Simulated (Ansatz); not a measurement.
The first iterations of a band of C$_{2}$H$_{7}$B (10 atoms, charge 0, multiplicity 1).

Theory: RKS BHLYP-D4/def2-SVP in Ansatz 0.2.0.

```yaml
movable_images: 5
climbing_image: yes
spring: 5.0 eV/Å²
optimiser: quadratic models (default)
start_path: through a guess of the saddle point
force_threshold: 0.05 eV/Å
iteration_limit: 60
end_points: relaxed
```

Initial state:

```xyz
10
Properties=species:S:1:pos:R:3
B 0.122 -0.077 0.321
H -0.107 -0.257 1.493
C 1.610 0.090 -0.124
H 2.007 -0.937 -0.175
H 1.747 0.533 -1.114
H 2.235 0.611 0.607
C -1.088 -0.034 -0.666
H -1.865 -0.766 -0.423
H -1.560 0.951 -0.521
H -0.822 -0.113 -1.724
```

Final state:

```xyz
10
Properties=species:S:1:pos:R:3
B -1.522 -0.582 0.744
H 1.373 0.085 1.074
C 2.004 0.191 0.189
H 2.046 -0.762 -0.343
H 1.592 0.959 -0.470
H 3.012 0.481 0.493
C -1.551 -0.169 -0.734
H -2.542 -0.382 -1.157
H -1.345 0.906 -0.825
H -0.791 -0.727 -1.297
```

| iteration | highest image above the first end (eV) | largest band force component (eV/Å) |
| --- | --- | --- |
| 1 | 6.635 | 7.071 |
| 2 | 4.784 | 4.460 |
| 3 | 5.176 | 3.063 |
| 4 | 5.192 | 1.894 |
| 5 | 4.772 | 2.401 |
| 6 | 4.594 | 1.317 |

Question: Does the band converge within its limit, and where does its top end?

Answer: The forces met the threshold. It ended after 18 iterations with the highest image 4.492 eV above the first end. Neighbouring images differ by up to 3.4 eV, so the band resolves the path poorly. A vibrational analysis at the climbing image gives one clearly imaginary mode, 1214i cm⁻¹: a first-order saddle point. The orbitals stay closed-shell, which can raise the energy where a bond breaks towards radicals; this wasn't checked here.

Run time: 83 s on 2 threads of Arm Neoverse V2, on a shared host, peak memory 0.14 GiB.
